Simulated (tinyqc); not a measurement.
Ways to converge the cycle: SCF convergence aids in the sto-3g basis, for H2O, spin multiplicity 1. Computed by the program tinyqc with PySCF. RHF with one setting changed at a time; a run stops when the energy changes by less than 1e-09 hartree and the error matrix is below 1e-5. The start is the Wolfsberg-Helmholz matrix. Damping d keeps d of the old density; a shift (hartree) raises the virtual levels; DIIS n extrapolates F over n matrices.

Geometry (angstrom):
```
atom       x        y       z
O     0.0000   0.0000  0.0000
H     0.0000   0.8580  0.6630
H     0.0000  -0.8580  0.6630
```

lowest restricted solution found by these runs and by PySCF = -74.947265 hartree

Largest element of the error matrix X^T (FDS - SDF) X:
```
iteration    plain  damping 0.3  damping 0.6  shift 0.4   DIIS 3   DIIS 8
1          4.7e-01      4.7e-01      4.7e-01    4.7e-01  4.7e-01  4.7e-01
2          1.2e-01      1.5e-01      2.9e-01    1.6e-01  1.2e-01  1.2e-01
3          3.6e-02      8.4e-02      1.7e-01    9.2e-02  3.5e-02  3.5e-02
4          1.3e-02      4.6e-02      1.1e-01    4.7e-02  6.5e-03  6.5e-03
5          4.7e-03      2.5e-02      8.2e-02    2.4e-02  2.4e-03  2.0e-03
6          1.9e-03      1.3e-02      6.1e-02    1.3e-02  6.9e-04  2.1e-05
8          3.7e-04      4.1e-03      3.3e-02    3.9e-03  1.2e-05        -
10         8.6e-05      1.3e-03      1.8e-02    1.4e-03        -        -
14         4.5e-06      1.7e-04      5.4e-03    2.1e-04        -        -
20               -      1.1e-05      9.7e-04    1.3e-05        -        -
30               -            -      6.8e-05          -        -        -
```

How each run ends:
```
run          iterations  E (hartree)         state
plain                14    -74.94727  lowest found
damping 0.3          21    -74.94727  lowest found
damping 0.6          41    -74.94727  lowest found
shift 0.4            21    -74.94727  lowest found
DIIS 3                9    -74.94727  lowest found
DIIS 8                7    -74.94727  lowest found
```

What does the comparison show, and why?

6 of 6 runs reach the lowest restricted solution found, in 7 to 41 iterations (fastest: DIIS 8). Plain steps already contract here, so damping only slows them. DIIS 3 and DIIS 8 gain by cancelling the error over several earlier matrices, much as a quasi-Newton step does.
